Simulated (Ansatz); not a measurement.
Process, species as SMILES: CCl (CH3-Cl) → C atom + Cl atom + 3 H atom
B3LYP-D3(BJ)/def2-TZVP geometries, fixed; electronic energies without zero-point terms.
Largest species:
```xyz
5

C      0.0082     0.0133    -1.1337
Cl    -0.0048    -0.0077     0.6605
H      0.0175     1.0478    -1.4634
H      0.8997    -0.5040    -1.4752
H     -0.8852    -0.4920    -1.4879
```

Basis-set convergence of the atomisation energy at B3LYP with Ansatz (a quantum-chemistry and plane-wave program). Cartesian d functions, on some or all atoms, in 6-31G*, 6-31+G*, 6-311G**, 6-311+G**; all else is spherical. The program fits the integrals of some runs and decomposes those of others, by size. Open shells are unrestricted. No added dispersion term, no relativity. Functions are those of the species that has most. Reference: the value in pcseg-4, 393.17 kcal/mol. Deviations are taken from unrounded values.

| basis | functions | atomisation energy (kcal/mol) |
|---|---|---|
| 6-31G* | 40 | 392.27 |
| 6-31+G* | 48 | 389.67 |
| def2-SVP | 47 | 390.65 |
| def2-SVPD | 71 | 392.49 |
| pcseg-1 | 47 | 386.54 |
| aug-pcseg-1 | 77 | 387.67 |
| cc-pV(D+d)Z | 52 | 386.29 |
| aug-cc-pV(D+d)Z | 82 | 387.03 |
| 6-311G** | 63 | 390.37 |
| 6-311+G** | 71 | 389.68 |
| def2-TZVP | 86 | 391.92 |
| def2-TZVPD | 110 | 392.26 |
| pcseg-2 | 106 | 392.42 |
| aug-pcseg-2 | 165 | 392.94 |
| cc-pV(T+d)Z | 111 | 392.61 |
| aug-cc-pV(T+d)Z | 170 | 392.52 |
| def2-TZVPP | 115 | 392.73 |
| def2-TZVPPD | 139 | 393.00 |
| cc-pV(Q+d)Z | 209 | 393.17 |
| aug-cc-pV(Q+d)Z | 307 | 393.16 |
| def2-QZVPP | 217 | 392.90 |
| def2-QZVPPD | 241 | 392.94 |
| pcseg-3 | 223 | 393.15 |
| aug-pcseg-3 | 321 | 393.16 |

What the diffuse functions change, pair by pair:
- 6-31G* to 6-31+G*: 8 more functions, deviation -0.90 to -3.50 kcal/mol
- def2-SVP to def2-SVPD: 24 more functions, deviation -2.52 to -0.68 kcal/mol
- pcseg-1 to aug-pcseg-1: 30 more functions, deviation -6.63 to -5.49 kcal/mol
- cc-pV(D+d)Z to aug-cc-pV(D+d)Z: 30 more functions, deviation -6.88 to -6.14 kcal/mol
- 6-311G** to 6-311+G**: 8 more functions, deviation -2.80 to -3.49 kcal/mol
- def2-TZVP to def2-TZVPD: 24 more functions, deviation -1.25 to -0.91 kcal/mol
- pcseg-2 to aug-pcseg-2: 59 more functions, deviation -0.75 to -0.23 kcal/mol
- cc-pV(T+d)Z to aug-cc-pV(T+d)Z: 59 more functions, deviation -0.55 to -0.65 kcal/mol
- def2-TZVPP to def2-TZVPPD: 24 more functions, deviation -0.44 to -0.17 kcal/mol
- cc-pV(Q+d)Z to aug-cc-pV(Q+d)Z: 98 more functions, deviation 0.00 to -0.01 kcal/mol
- def2-QZVPP to def2-QZVPPD: 24 more functions, deviation -0.27 to -0.23 kcal/mol
- pcseg-3 to aug-pcseg-3: 98 more functions, deviation -0.01 to -0.01 kcal/mol

They bring the value nearer the reference by more than 0.01 kcal/mol in 7 of 12 pairs.
